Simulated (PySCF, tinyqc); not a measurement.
CIS and TDHF on RHF in the sto-3g basis, for HF, spin multiplicity 1, step by step. The lowest restricted solution is unstable here: a spin-polarised one lies 0.0231 hartree lower (PySCF). One step of it, computed by the program tinyqc.

Problem. TDHF (RPA) triplet states. B(ia,jb) = - (ib|ja); the squared energies are the eigenvalues of (A - B)(A + B); 1 hartree = 27.211386 eV.

CIS matrix A, triplet (hartree):
```
,1>6,2>6,3>6,4>6,5>6
1>6,25.399917,0.008729,0.000000,0.000000,-0.008479
2>6,0.008729,1.068980,0.000000,0.000000,-0.038183
3>6,0.000000,0.000000,0.141404,0.000000,0.000000
4>6,0.000000,0.000000,0.000000,0.141404,0.000000
5>6,-0.008479,-0.038183,0.000000,0.000000,0.098947
```

Two-electron integrals over orbitals (pq|rs), unique and non-zero (hartree):
```
p,q,r,s,(pq|rs)
1,1,1,1,5.364864
2,1,1,1,-0.525608
2,1,2,1,0.081146
2,2,1,1,1.241904
2,2,2,1,-0.023308
2,2,2,2,0.879603
3,1,3,1,0.029522
3,2,3,1,0.040324
3,2,3,2,0.191240
3,3,1,1,1.264029
3,3,2,1,-0.015238
3,3,2,2,0.899502
3,3,3,3,0.997514
4,1,4,1,0.029522
4,2,4,1,0.040324
4,2,4,2,0.191240
4,3,4,3,0.053770
4,4,1,1,1.264029
4,4,2,1,-0.015238
4,4,2,2,0.899502
4,4,3,3,0.889973
4,4,4,4,0.997514
5,1,1,1,0.080885
5,1,2,1,-0.012223
5,1,2,2,0.004865
5,1,3,3,0.002397
5,1,4,4,0.002397
5,1,5,1,0.016241
5,2,1,1,-0.103507
5,2,2,1,0.004000
5,2,2,2,-0.045140
5,2,3,3,-0.058007
5,2,4,4,-0.058007
5,2,5,1,0.020446
5,2,5,2,0.126045
5,3,3,1,-0.005638
5,3,3,2,-0.022918
5,3,5,3,0.032650
5,4,4,1,-0.005638
5,4,4,2,-0.022918
5,4,5,4,0.032650
5,5,1,1,0.856693
5,5,2,1,-0.008124
5,5,2,2,0.669719
5,5,3,3,0.655610
5,5,4,4,0.655610
5,5,5,1,-0.001408
5,5,5,2,-0.008123
5,5,5,5,0.651631
6,1,1,1,0.086667
6,1,2,1,-0.013767
6,1,2,2,0.002796
6,1,3,3,0.002578
6,1,4,4,0.002578
6,1,5,1,-0.013125
6,1,5,2,-0.022524
6,1,5,5,0.004132
6,1,6,1,0.018385
6,2,1,1,-0.126218
6,2,2,1,0.003495
6,2,2,2,-0.070253
6,2,3,3,-0.070297
6,2,4,4,-0.070297
6,2,5,1,-0.019904
6,2,5,2,-0.083510
6,2,5,5,-0.019765
6,2,6,1,0.019481
6,2,6,2,0.091279
6,3,3,1,-0.005720
6,3,3,2,-0.023565
6,3,5,3,-0.023817
6,3,6,3,0.028324
6,4,4,1,-0.005720
6,4,4,2,-0.023565
6,4,5,4,-0.023817
6,4,6,4,0.028324
6,5,1,1,-0.439538
6,5,2,1,0.007272
6,5,2,2,-0.257598
6,5,3,3,-0.261401
6,5,4,4,-0.261401
6,5,5,1,0.001239
6,5,5,2,0.070644
6,5,5,5,-0.086123
6,5,6,1,-0.004099
6,5,6,2,0.029320
6,5,6,5,0.248395
6,6,1,1,0.820552
6,6,2,1,-0.008729
6,6,2,2,0.625368
6,6,3,3,0.611841
6,6,4,4,0.611841
6,6,5,1,0.008479
6,6,5,2,0.038183
6,6,5,5,0.634985
6,6,6,1,-0.006242
6,6,6,2,-0.047668
6,6,6,5,-0.029464
6,6,6,6,0.657234
```

Give: TDHF matrix B, triplet; squared energies w^2; TDHF energies from the positive w^2.

Solution.

TDHF matrix B, triplet (hartree):
```
,1>6,2>6,3>6,4>6,5>6
1>6,-0.0184,-0.0195,0.0000,0.0000,0.0041
2>6,-0.0195,-0.0913,0.0000,0.0000,-0.0293
3>6,0.0000,0.0000,-0.0283,0.0000,0.0000
4>6,0.0000,0.0000,0.0000,-0.0283,0.0000
5>6,0.0041,-0.0293,0.0000,0.0000,-0.2484
```

squared energies w^2 (hartree^2): -0.0534  0.0192  0.0192  1.1370  645.1550

TDHF energies from the positive w^2 (eV): 3.7698  3.7698  29.0159  691.1665

A + B or A - B has a negative eigenvalue: the restricted solution is unstable towards a spin-polarised one, a negative w^2 means an imaginary energy, and the lowest roots have no physical meaning.
